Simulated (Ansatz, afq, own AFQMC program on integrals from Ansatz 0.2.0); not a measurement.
Two steps: Ansatz 0.2.0 writes the Fock matrix and Cholesky factors of the valence space, and afq projects on them the lowest state that overlaps trial and start.

```yaml
crystal:
  periodic: [false, false, false]
  atoms:
    - {symbol: Si, position_ang: [-1.137568, 0.227602, -0.866917]}
    - {symbol: Si, position_ang: [0.990693, 0.868343, -0.204932]}
    - {symbol: Ge, position_ang: [-0.156659, -1.003465, 0.903973]}
    - {symbol: H, position_ang: [-0.821060, -0.675539, -2.039225]}
    - {symbol: H, position_ang: [1.151824, 1.970620, 0.788403]}
    - {symbol: H, position_ang: [2.210388, 0.719893, -1.053028]}
    - {symbol: H, position_ang: [0.269993, -2.471215, 0.747699]}
    - {symbol: H, position_ang: [-0.411411, -0.641191, 2.375227]}
basis:
  gaussian: {orbitals: def2-TZVP}
magnetization: {spin_polarized: true, initial_magnetization: 1}
correlation: {method: ccsd_t, electrons: outside_noble_gas, hamiltonian_folder: ham}
```

```sh
$ ansatz run in.yaml --threads 1 --pin off --events-out ev --progress --plain --max-ram 24576MiB --backend cuda --devices 0, --max-vram 18GiB
```

afq runs on the folder ham with

```
--method phaseless --trial cisd --walkers 700 --populations 10 --least-time 60 --time-step 0.005 --steps-per-block 50 --equilibration-blocks 28 --max-blocks 4000 --target-error 0.00024 --factor-cut 1e-05 --start spin_pure --seed 741 --release-times 0.24,0.51,0.99,1.5 --release-step 0.03 --release-every 4 --taylor-order 6
```

Times are imaginary, in 1/Eh. The walk had a cap of 357 s. With eight or more populations the least sampling time is a fifth of least-time, and the error comes from their spread. Filled inner d shells are frozen with the cores.

afq prints:

```
orbitals 128  electrons 9 8  factors 955 of 1014
reference energy -2656.08357538 Eh
CCSD correlation -0.38284536 Eh in 15 cycles, weight of the determinant in the CISD state 0.7910
energy of the start -2656.464311 Eh
 block  time / (1/Eh)  mean weight  energy / Eh
     1     0.250  0.9995  -2656.453697
     2     0.500  0.9998  -2656.456968
     3     0.750  1.0001  -2656.462907
     4     1.000  0.9997  -2656.468487
     5     1.250  0.9997  -2656.472743
     8     2.000  1.0002  -2656.480801
    13     3.250  1.0010  -2656.485170
    21     5.250  0.9996  -2656.482918
    25     6.250  1.0001  -2656.484039
    37     9.250  1.0000  -2656.486029
    49    12.250  0.9999  -2656.487963
    61    15.250  1.0011  -2656.487893
    73    18.250  1.0011  -2656.487362
    85    21.250  1.0002  -2656.485536
    97    24.250  0.9990  -2656.485982
   109    27.250  0.9995  -2656.491969
   121    30.250  0.9996  -2656.487056
   133    33.250  0.9996  -2656.487815
   145    36.250  0.9992  -2656.483850
   157    39.250  1.0005  -2656.484266
   165    41.250  0.9989  -2656.486828
error from the spread of 10 populations
released: time / (1/Eh)  energy / Eh  error  mean overlap
  0.24  -2656.487023  0.000286  0.9956
  0.51  -2656.486767  0.000346  1.0002
  0.99  -2656.487754  0.000360  0.9910
  1.50  -2656.488194  0.000595  0.9751
energy -2656.486977 +/- 0.000304 Eh
(rows thinned)
```

The run passed its tests (sampling time, drift between the halves within three errors, error under three times the target), which doesn't prove that it has relaxed, ending at its cap on processor time. The second half of the sampling lies below the first by 2.1 errors of their difference, so the energy may still be moving and its error bar be too small.

Against this walk (error 8.3 meV) on the same determinant: CCSD(T) 71.7 meV higher. The error is statistical and leaves out the bias of the constraint. None of these is a sure reference here. The released energies are still falling (meV from the phaseless value at times in 1/Eh: -1 ± 8 at 0.24, 6 ± 9 at 0.51, -21 ± 10 at 0.99, -33 ± 16 at 1.50), so they give no level.

Cautions: constraint bias not in the error; error above the target (8.3 against 6.5 meV); no relativity below Rb; no spin-orbit coupling; inner d shell frozen.

The walk took 6 min on 1 × NVIDIA H100 80GB HBM3 with 2 threads of AMD EPYC 7R13 Processor (Zen 3) (shared host) (the card was shared). The log's last line is the phaseless energy.
